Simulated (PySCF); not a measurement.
Working out the electron affinity of P

P⁻ [Ne] 3s2 3p4 (3P) → P [Ne] 3s2 3p3 (4S). Computed with PySCF 2.14 in def2-TZVPPD (6s5p4d1f, 48 functions), with the non-relativistic Hamiltonian (point nucleus). Frozen: 1s2. Energies in hartree (1 hartree = 27.21139 eV):

| part | P⁻ (lower) | P (upper) |
| --- | --- | --- |
| UHF | -340.687496 | -340.710012 |
| MP2 opposite-spin | -0.190768 | -0.168477 |
| MP2 same-spin | -0.072768 | -0.070069 |

What does Hartree-Fock give?

(-340.710012) − (-340.687496) = -0.022516 hartree = -0.613 eV.

What do MP2 and SCS-MP2 (6/5 opposite-spin, 1/3 same-spin) give?

The opposite-spin parts differ by 0.607 eV and the same-spin parts by 0.073 eV. MP2: -0.613 + (0.607) + (0.073) = 0.067 eV. SCS-MP2: -0.613 + 1.2 × (0.607) + (0.073)/3 = 0.140 eV.

A first-order spin-orbit estimate adds 0.012 eV to MP2 (valence and next inner shell), giving 0.079 eV against 0.747 eV (measured; photodetachment measurements, as compiled on the Wikipedia data page of electron affinities).

What remains against the reference includes basis incompleteness, the frozen core and correlation beyond second order.
